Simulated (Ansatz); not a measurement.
Species: C4H5, charge 0, multiplicity 2. SMILES: [CH]1[C@@H]2C[C@H]12

Atoms: C1, C2, C3, C4, H5, H6, H7, H8, H9. Bonds: C1-C3, C1-C4, C1-H5, C2-C3, C2-C4, C2-H6, C2-H7, C3-C4, C3-H8, C4-H9.

Bond lengths (Å) and angles (degrees) optimised at HF/STO-3G with Ansatz (an electronic-structure program); HF/3-21G with Ansatz; B3LYP/6-31G* with Ansatz, each started from the B3LYP-D3(BJ)/def2-TZVP structure (Ansatz) of the last column. A row stands for all coordinates that are equal there; 12 of 19 kinds are shown. 6-31G* holds six Cartesian d functions. No wavenumbers were computed at HF/STO-3G, so these may be saddle points.

```json
[
 {"coordinate": "C1-C3", "HF/STO-3G": "1.482", "HF/3-21G": "1.483", "B3LYP/6-31G*": "1.461", "B3LYP-D3(BJ)/def2-TZVP": "1.454"},
 {"coordinate": "C1-H5", "HF/STO-3G": "1.086", "HF/3-21G": "1.070", "B3LYP/6-31G*": "1.087", "B3LYP-D3(BJ)/def2-TZVP": "1.082"},
 {"coordinate": "C2-C3", "HF/STO-3G": "1.502", "HF/3-21G": "1.514", "B3LYP/6-31G*": "1.501", "B3LYP-D3(BJ)/def2-TZVP": "1.496"},
 {"coordinate": "C2-H6", "HF/STO-3G": "1.085", "HF/3-21G": "1.073", "B3LYP/6-31G*": "1.091", "B3LYP-D3(BJ)/def2-TZVP": "1.087"},
 {"coordinate": "C2-H7", "HF/STO-3G": "1.084", "HF/3-21G": "1.074", "B3LYP/6-31G*": "1.090", "B3LYP-D3(BJ)/def2-TZVP": "1.085"},
 {"coordinate": "C3-C4", "HF/STO-3G": "1.497", "HF/3-21G": "1.530", "B3LYP/6-31G*": "1.565", "B3LYP-D3(BJ)/def2-TZVP": "1.558"},
 {"coordinate": "C3-H8", "HF/STO-3G": "1.078", "HF/3-21G": "1.062", "B3LYP/6-31G*": "1.085", "B3LYP-D3(BJ)/def2-TZVP": "1.080"},
 {"coordinate": "C3-C1-C4", "HF/STO-3G": "60.7", "HF/3-21G": "62.1", "B3LYP/6-31G*": "64.8", "B3LYP-D3(BJ)/def2-TZVP": "64.8"},
 {"coordinate": "C1-C3-C2", "HF/STO-3G": "96.5", "HF/3-21G": "97.2", "B3LYP/6-31G*": "99.5", "B3LYP-D3(BJ)/def2-TZVP": "99.5"},
 {"coordinate": "C1-C3-C4", "HF/STO-3G": "59.7", "HF/3-21G": "58.9", "B3LYP/6-31G*": "57.6", "B3LYP-D3(BJ)/def2-TZVP": "57.6"},
 {"coordinate": "C2-C3-C4", "HF/STO-3G": "60.1", "HF/3-21G": "59.6", "B3LYP/6-31G*": "58.6", "B3LYP-D3(BJ)/def2-TZVP": "58.6"},
 {"coordinate": "C3-C2-C4", "HF/STO-3G": "59.8", "HF/3-21G": "60.7", "B3LYP/6-31G*": "62.9", "B3LYP-D3(BJ)/def2-TZVP": "62.8"}
]
```

Mean signed difference of all 10 bond lengths from B3LYP-D3(BJ)/def2-TZVP: HF/STO-3G 0.000 Å, HF/3-21G -0.001 Å, B3LYP/6-31G* 0.005 Å.
